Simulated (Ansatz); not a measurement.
Ansatz (a first-principles code) input (HF/3-21G): The .json file is the Basis Set Exchange's 3-21G.

Ansatz 0.2 input:
```yaml
crystal:
  periodic: [false, false, false]
  atoms:
    - {symbol: C, position_ang: [0.00000000, 0.00000000, -0.00000000]}
    - {symbol: H, position_ang: [0.00357681, 1.07131476, -0.02683788]}
    - {symbol: H, position_ang: [0.92628484, -0.53881900, 0.01090227]}
    - {symbol: H, position_ang: [-0.92986166, -0.53249577, 0.01593561]}
basis:
  gaussian:
    orbitals: 3-21G.json
hamiltonian:
  xc: {name: HF}
magnetization: {spin_polarized: true, initial_magnetization: 1}
phonons: {temperatures: {t_min: 298.15, t_max: 298.15, t_step: 100}}
```

**Question.** Which harmonic wavenumbers does it give?

**Answer.** 423, 1543, 1543, 3251, 3428, 3428 cm⁻¹ (unscaled; negative means imaginary).
